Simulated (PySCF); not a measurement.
## Basis set benchmark on one molecule

Molecule: SMILES O=C(Cl)C1CC1, C₄H₅ClO.

Geometry:
| atom | x (Å) | y (Å) | z (Å) |
| --- | --- | --- | --- |
| O1 | 2.240 | -0.476 | 0.163 |
| C2 | 1.599 | 0.280 | -0.483 |
| Cl3 | 2.279 | 0.949 | -2.020 |
| C4 | 0.244 | 0.771 | -0.170 |
| C5 | -0.181 | 2.185 | -0.495 |
| C6 | -0.769 | 1.058 | -1.255 |
| H7 | -0.118 | 0.331 | 0.763 |
| H8 | 0.555 | 2.812 | -1.003 |
| H9 | -0.781 | 2.690 | 0.265 |
| H10 | -1.795 | 0.748 | -1.044 |
| H11 | -0.438 | 0.911 | -2.285 |

Geometry PBE0-D3(BJ)/def2-SVP throughout; GIAO in PySCF 2.14, gas phase, one conformer, non-relativistic; equivalent atoms averaged; functional PBE0.

Reference values (measured; solution, not stated per compound (mostly CDCl3 or CCl4); Pretsch, Buehlmann, Badertscher, Structure Determination of Organic Compounds, 4th ed. (2009)): δ(H7) = 2.11 ppm. Computed shifts are taken against TMS, calculated as an isolated molecule at each level.

Q: How do the basis sets STO-3G, 6-31G, 6-31G*, def2-SVP, 6-311+G(2d,p), def2-TZVP perform against the reference? Times are CPU seconds on 1 thread of an Intel Xeon Platinum 8488C, shared host.

A: 
```
    basis set  functions    H7  abs. error H  core-s
       STO-3G         39  1.97          0.14     3.5
        6-31G         68  1.69          0.42     9.2
       6-31G*         98  1.56          0.55      13
     def2-SVP        113  1.37          0.74     9.5
6-311+G(2d,p)        200  1.80          0.31      27
    def2-TZVP        222  1.79          0.32      30
```

For ¹H the closest is STO-3G (0.14 ppm) and the furthest def2-SVP (0.74 ppm). Where a smaller basis beats a larger one, errors probably cancel. One molecule is a small sample, and vibrational and solvent effects are absent from the calculation.

A small basis that lands close on one nucleus may do so by chance; judge by the trend and by all nuclei.
